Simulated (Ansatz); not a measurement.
**SiN+ (singlet): wB97M-V, B2PLYP over a scan of the distance Si1–N2, 6-31G**

Aim: run SiN+ (singlet) with these functionals over a scan of the distance Si1–N2, and hold them against the top wave-function level at the same points.

Computed with Ansatz 0.2.0, Gaussian basis. Level: 6-31G, all electrons in the functionals, frozen cores in the correlation of double hybrids and RPA.

Plan: wB97M-V, B2PLYP, at 1.271 Å; 1.375 Å; 1.558 Å; 1.689 Å; 1.926 Å; 2.126 Å; 2.508 Å; 2.853 Å; 3.342 Å; 4.194 Å; 5.269 Å.

23 further runs of the same task are left out: 3 for a known fault of the program, 16 that didn't finish, 4 set aside as unsound or not needed.

## Step 1: What is computed

The geometry derives from a PBE0/def2-TZVP stationary point (not a proven minimum). One bond is set to the value named and the two fragments are kept rigid.

2 atoms, charge 1, spin multiplicity 1.

Atoms are counted from 1 here; the program's logs count them from 0.

Bond lengths: Si1–N2 1.558 Å.

No dispersion term is added; wB97M-V holds VV10 nonlocal correlation.

The geometry shown and the zero of energy belong to the point 1.558 Å. The yardstick, FCI, and other wave-function levels (R restricted, U unrestricted, valence and pair active spaces) come from earlier runs.

## Step 2: wB97M-V, 1.271 Å

in.yaml

```yaml
crystal:
  periodic: [false, false, false]
  atoms:
    - {symbol: Si, position_ang: [0.000000, 0.000000, 0.000000]}
    - {symbol: N, position_ang: [0.000000, 0.000000, 1.271000]}
basis:
  gaussian: {orbitals: 6-31G}
total_charge: 1
magnetization: {spin_polarized: true, initial_magnetization: 0}
hamiltonian: {xc: {name: wB97M-V}}
output: {orbitals: {seedname: orbitals}}
```

On the command line:

```sh
> ansatz run in.yaml --threads 1 --pin off --events-out ev --progress --plain --max-ram 2393MiB
```

After this run come: wB97M-V, 1.375 Å; wB97M-V, 1.558 Å; wB97M-V, 1.689 Å; wB97M-V, 1.926 Å; wB97M-V, 2.126 Å; wB97M-V, 2.508 Å; wB97M-V, 2.853 Å; wB97M-V, 3.342 Å; wB97M-V, 4.194 Å; wB97M-V, 5.269 Å; B2PLYP, 1.271 Å; B2PLYP, 1.375 Å; B2PLYP, 1.558 Å; B2PLYP, 1.689 Å; B2PLYP, 1.926 Å; B2PLYP, 2.126 Å; B2PLYP, 2.508 Å; B2PLYP, 2.853 Å; B2PLYP, 3.342 Å; B2PLYP, 4.194 Å; B2PLYP, 5.269 Å.

Q: Predict the results of all the runs planned. Wanted: span of the FCI curve; largest miss, wB97M-V; largest miss, B2PLYP.

The runs gave:

```
             quantity                    value
span of the FCI curve             485.3 kJ/mol
largest miss, wB97M-V   -98.8 kJ/mol (5.269 Å)
 largest miss, B2PLYP  -130.2 kJ/mol (5.269 Å)
```

What this shows: Of the functionals, wB97M-V keep the smallest largest miss at the points compared (at most 98.8 kJ/mol) and B2PLYP strays most (130.2 kJ/mol, at 5.269 Å). wB97M-V, B2PLYP clearly break the spin symmetry at some points (⟨S²⟩ up to 2.00 above the pure value), so energy there is bought with a mixed spin. Functionals and the yardstick converge differently with the basis, so part of each miss in 6-31G is the basis.
